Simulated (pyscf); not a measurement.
Four-centre exchange: orthosilicic acid (HO–Si(OH)(OH)–OH) + hydrogen (H₂) → orthosilicic acid (HO–Si(OH)(OH)–OH) + hydrogen (H₂)

Gas phase, singlet surface, charge 0. Bonds broken: O1–H10, H6–H11. Bonds formed: O1–H6, H10–H11. Single points on ωB97X-D3(BJ)/def2-SVP structures (PySCF, gas phase).

Transition state (Å):

```xyz
11

O     -0.3634     0.8087     0.9480
Si    -0.8674    -0.1633    -0.2997
O      0.4565    -0.7885    -1.0717
O     -1.8167     0.7978    -1.2496
O     -1.7793    -1.4519     0.1784
H     -0.5757     2.0916     0.9534
H      1.2509    -0.2458    -1.0516
H     -2.3775     0.3443    -1.8867
H     -1.2830    -2.2482     0.3933
H     -1.1742     1.5820     1.6119
H     -1.2430     2.6241     1.5599
```

One imaginary mode, 2810i cm⁻¹; descent along it reached the two sides named.

| bond | change | reactant side (Å) | saddle | product side |
|---|---|---|---|---|
| O1–H10 | breaks | 0.963 | 1.302 | 3.3 |
| H6–H11 | breaks | 0.762 | 1.047 | 2.240 |
| O1–H6 | forms | 3.0 | 1.300 | 0.963 |
| H10–H11 | forms | 2.436 | 1.046 | 0.762 |

Electronic energies relative to the separated reactants (kcal/mol):

| level | barrier | reaction energy | reverse barrier |
|---|---|---|---|
| ωB97X-D3(BJ)/def2-TZVP | 70.4 | 0.0 | 70.4 |
| PBE/def2-TZVP | 60.6 | 0.0 | 60.6 |
| r²SCAN/def2-TZVP | 65.5 | 0.0 | 65.5 |
| B3LYP-D3(BJ)/def2-TZVP | 67.7 | 0.0 | 67.7 |
| PBE0-D3(BJ)/def2-TZVP | 65.9 | 0.0 | 65.9 |
| M06-2X/def2-TZVP | 72.3 | 0.0 | 72.3 |
| ωB97M-D3(BJ)/def2-TZVP | 69.1 | 0.0 | 69.1 |
| HF/def2-TZVP | 91.2 | 0.0 | 91.2 |

With ωB97M-D3(BJ)/def2-TZVP energies and thermal terms (ideal gas, 1 atm, RRHO with modes under 100 cm⁻¹ raised to 100, one conformer, R ln 2 for chiral ones without a mode under 150 cm⁻¹), in kcal/mol:

| T (K) | ΔH‡ | ΔG‡ | ΔH | ΔG |
|---|---|---|---|---|
| 298 | 67.7 | 74.9 | 0.0 | 0.0 |
| 600 | 66.9 | 82.5 | 0.0 | 0.0 |
| 900 | 66.8 | 90.3 | 0.0 | 0.0 |
| 1200 | 67.2 | 98.1 | 0.0 | 0.0 |

The same reactants have a lower exit, to HO–SiH(OH)–OH + H₂O (barrier +54.1 kcal/mol at ωB97M-D3(BJ)/def2-TZVP, against +69.1 kcal/mol here). One saddle was located; it need not be the lowest between these sides.
